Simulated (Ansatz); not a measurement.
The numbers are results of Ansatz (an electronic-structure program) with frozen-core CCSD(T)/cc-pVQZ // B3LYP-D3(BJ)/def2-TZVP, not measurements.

Ansatz 0.2 input:
```yaml
crystal:
  periodic: [false, false, false]
  atoms:
    - { symbol: C, position_ang: [-0.961258, -0.098772, -0.000041] }
    - { symbol: C, position_ang: [0.474306, 0.332644, -0.081129] }
    - { symbol: O, position_ang: [0.868665, 1.428307, -0.38162] }
    - { symbol: O, position_ang: [1.317112, -0.682042, 0.232137] }
    - { symbol: H, position_ang: [-1.135867, -0.931311, -0.682771] }
    - { symbol: H, position_ang: [-1.184683, -0.45151, 1.00762] }
    - { symbol: H, position_ang: [-1.606896, 0.735849, -0.255622] }
    - { symbol: H, position_ang: [2.218764, -0.331804, 0.158513] }
basis:
  gaussian: { orbitals: cc-pVQZ }
correlation:
  method: ccsd_t
```

Output:

```
Functional definition: HF
2026 factors; integrals over basis functions are off by at most 8.9e-4 eV
mean field evaluation 1: about -6198.2465 eV, gradient 4.4e1 eV
mean field evaluation 2: about -6198.2471 eV, gradient 4.4e1 eV
mean field evaluation 4: about -6201.9417 eV, gradient 4.4e0 eV
mean field evaluation 8: about -6202.0087 eV, gradient 5.1e-1 eV
mean field evaluation 16: about -6200.8703 eV, gradient 2.7e1 eV
mean field -6202.01048101 eV, -227.9196813035 hartree, gradient 3.0e-6 eV, S^2 0.000000; 0 other end points of the search recorded, 0 dependent functions left out
4 core orbitals not correlated
reference -6202.01048101 eV, -227.9196813035 hartree; 12, 12 occupied and 324, 324 virtual orbitals, 2026 factors
second order -23.39725128 eV of doubles, -0.00000000 eV of singles
cycle   1  -22.92044424 eV  change    4.8e-1 eV  update   1.1e-1
cycle   2  -23.48176226 eV  change   -5.6e-1 eV  update   3.4e-2
cycle   3  -23.61738182 eV  change   -1.4e-1 eV  update   1.7e-2
cycle   4  -23.59865211 eV  change    1.9e-2 eV  update   4.2e-3
cycle   5  -23.59737300 eV  change    1.3e-3 eV  update   1.9e-3
cycle   6  -23.59822801 eV  change   -8.6e-4 eV  update   5.3e-4
cycle   7  -23.59785554 eV  change    3.7e-4 eV  update   1.9e-4
cycle   8  -23.59778310 eV  change    7.2e-5 eV  update   6.3e-5
cycle   9  -23.59782458 eV  change   -4.1e-5 eV  update   2.1e-5
cycle  10  -23.59782502 eV  change   -4.4e-7 eV  update   9.2e-6
perturbative correction -1.01238425 eV, -0.0372044348 hartree
Total energy: -6226.62069028 eV, -228.8240898126 hartree
```

Cost: very roughly 60 core-minutes.
